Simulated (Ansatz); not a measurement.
Geometry optimisation, Ansatz, RKS PBE-D4/def2-SVP.

The input (input.yaml):

```yaml
crystal:
  periodic: [false, false, false]
  atoms:
    - { symbol: B, position_ang: [0.0, 0.0, 0.0] }
    - { symbol: H, position_ang: [0.869, 0.0, 1.0849] }
    - { symbol: H, position_ang: [1.374, 0.0, 0.2102] }
    - { symbol: Cl, position_ang: [-1.6108, 0.0, -0.93] }
basis:
  gaussian: { orbitals: def2-SVP }
hamiltonian:
  xc: pbe
  dispersion: d4
relax:
  f_tol: 0.15
  max_steps: 25
  restrain:
    - { distance: [1, 2], at: 0.66, k: 30.0 }
    - { distance: [0, 1], at: 2.39, k: 30.0 }
    - { distance: [0, 2], at: 2.39, k: 30.0 }
```

Command:

```bash
$ ansatz run input.yaml --threads 1 --pin off --max-ram 2048MiB --backend cpu --events-out ev --progress --plain --runs-dir out
```

Where does it end, and by what steps?

The forces met the threshold. The restraints hold the end off the free minimum. After 15 steps the energy has fallen by 1.395 eV (the restraints' own energy left out); B1 moved furthest, 1.11 Å. Joined: H2–H3 (1.01 → 0.72 Å).

```tsv
step	energy less start (eV)	largest force component (eV/Å)	accepted
0	0.0000	4.930	yes
1	1.8280	6.402	yes
2	0.8950	6.246	yes
3	0.3341	9.663	yes
4	-0.8777	3.546	yes
5	-1.0565	1.594	yes
6	-1.0732	1.764	yes
7	-1.0937	1.832	yes
8	-1.1115	1.787	yes
9	-1.1779	1.691	yes
10	-1.2361	1.547	yes
11	-1.2051	2.010	yes
12	-1.3140	1.623	yes
13	-1.3818	1.458	yes
14	-1.4023	1.374	yes
15	-1.3950	1.591	yes
```

```xyz
4
Properties=species:S:1:pos:R:3
B -0.081 0.138 -1.102
H 0.871 -0.070 1.090
H 1.479 0.004 0.708
Cl -1.637 -0.072 -0.332
```

Time of the run: 11 s on 1 thread of Arm Neoverse V1, on a shared host, peak memory 0.098 GiB.
